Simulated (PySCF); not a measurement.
## Working out the ionisation energy of Al

Al [Ne] 3s2 3p1 (2P) → Al+ [Ne] 3s2 (1S). All numbers are calculated (PySCF 2.14, the non-relativistic Hamiltonian (point nucleus), in aug-cc-pV(Q+d)Z). Frozen: [Ne]. Energies in hartree (1 hartree = 27.21139 eV):

```csv
part,Al (lower),Al+ (upper)
UHF,-241.880449,-241.674356
MP2 opposite-spin,-0.035493,-0.029131
MP2 same-spin,-0.002646,0.000000
```

Task: What does Hartree-Fock give?

Result: (-241.674356) − (-241.880449) = 0.206093 hartree = 5.608 eV.

Task: What do MP2 and SCS-MP2 (6/5 opposite-spin, 1/3 same-spin) give?

Result: The opposite-spin parts differ by 0.173 eV and the same-spin parts by 0.072 eV. MP2: 5.608 + (0.173) + (0.072) = 5.853 eV. SCS-MP2: 5.608 + 1.2 × (0.173) + (0.072)/3 = 5.840 eV.

Measured between the centres of the two terms (NIST): 5.977 eV, so MP2 (valence) is off by -0.124 eV.

What remains against the reference includes basis incompleteness, the frozen core and correlation beyond second order.
